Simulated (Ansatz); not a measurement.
Stepwise reaction of `NBN` with hydrogen sulfide, as a gas-phase model of exchange steps in deposition or etching. ΔE in kJ/mol; ΔG adds harmonic PBE0-D4 terms to CCSD(T)/CBS, at 1 bar.

Calculated with Ansatz (gas phase, PBE0-D4/def2-TZVP geometries, no zero-point term in ΔE). CCSD(T)/CBS is the MP2 limit (def2-TZVPP, def2-QZVPP) plus CCSD(T) − MP2 in def2-TZVPP, frozen cores. This one scheme is used for every species. DFT in def2-TZVPP. B3LYP here is the variant with VWN-RPA as its local correlation; programs differ in this. Each species was taken in one conformer, which may not be the lowest.

```json
{"step": "1", "reaction": "`NBN` + H₂S → `NBS` + NH₃", "PBE-D4": "18.8", "B3LYP-D4": "26.7", "ωB97M-V": "26.4", "CCSD(T)/CBS": "22.5", "ΔG(500 K)": "28.5"}
```

Problem. Give the row of step 2, `NBS` + H₂S → `SBS` + NH₃. (Estimate.)

Solution. The calculation gave: 
```csv
step,reaction,PBE-D4,B3LYP-D4,ωB97M-V,CCSD(T)/CBS,ΔG(500 K)
2,`NBS` + H₂S → `SBS` + NH₃,31.0,39.5,40.8,35.7,43.0
```

Problem. By hand: ΔE of the 2 steps together at CCSD(T)/CBS.

Solution. (22.5) + (35.7) = 58.2 kJ/mol, or 29.1 kJ/mol a step.

In ΔE each step is higher than the one before. All are uphill at CCSD(T)/CBS. ΔG lies between 28.5 and 43.0 kJ/mol a step. PBE-D4 differs from CCSD(T)/CBS by -4.7 to -3.7 kJ/mol a step. Isolated molecules leave out the surface, adducts and barriers. Largest T1 diagnostic: 0.014.
